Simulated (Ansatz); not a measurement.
System (SMILES): F[CH]F, doublet.
Atoms: C1, F2, F3, H4. Bonds: C1-F2, C1-F3, C1-H4.

Basis-set convergence of the optimised C1-H4 bond length at HF with Ansatz (an electronic-structure program). Cartesian d functions, on some or all atoms, in 6-31+G*; all else is spherical. The program fits the integrals of some runs and decomposes those of others, by size. Open shells are unrestricted. No added dispersion term, no relativity. Reference: the value in def2-QZVPPD, 1.0755 Å, itself unsure by roughly 0.0002 Å (its mean distance from pcseg-3, def2-QZVPP, cc-pVQZ). Deviations are taken from unrounded values.

```tsv
basis	functions	optimised C1-H4 bond length (Å)	minus reference (Å)
def2-SV(P)	44	1.0842	0.0087
cc-pVDZ	47	1.0845	0.0090
def2-SVP	47	1.0846	0.0091
6-31+G*	59	1.0746	-0.0009
6-311+G**	72	1.0765	0.0010
6-311++G(2d,2p)	91	1.0746	-0.0009
def2-TZVP	99	1.0768	0.0014
cc-pVTZ	104	1.0762	0.0008
def2-TZVPP	107	1.0759	0.0004
6-311++G(3df,3pd)	135	1.0757	0.0002
cc-pVQZ	195	1.0757	0.0002
def2-QZVPP	201	1.0755	0.0000
```

The smallest set listed that lies within 0.003 Å of the reference with all its larger relatives (same family, alike in diffuse functions; a set with none counts only in the reference's own line) is 6-31+G* (59 functions, -0.0009 Å off).
